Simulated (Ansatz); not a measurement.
Cartesian coordinates in Å:
```
C 1.463 -1.394 -0.631
C 0.715 -0.353 -0.418
C -0.056 0.669 -0.182
C -1.248 0.714 0.698
F 0.205 1.857 -0.776
H 1.255 -2.087 -1.443
H 2.330 -1.607 -0.011
H -1.108 1.458 1.487
H -1.422 -0.259 1.154
H -2.133 1.001 0.122
```

Charge 0, multiplicity 1.

**Question.** List the CAM-B3LYP/def2-TZVPP orbital energies in eV (the Gaussian-basis code of Ansatz). (Estimate.)

**Answer.** The calculation gave: Occupied: -673.72, -281.30, -279.37, -279.21, -279.10, -35.38, -24.35, -22.72, -20.46, -17.29, -15.30, -15.14, -15.06, -14.04, -13.10, -13.05, -12.17, -9.60, -8.45. Lowest empty: 0.81, 1.80, 2.26, 2.97, 3.98, 4.18, 4.59, 4.71.
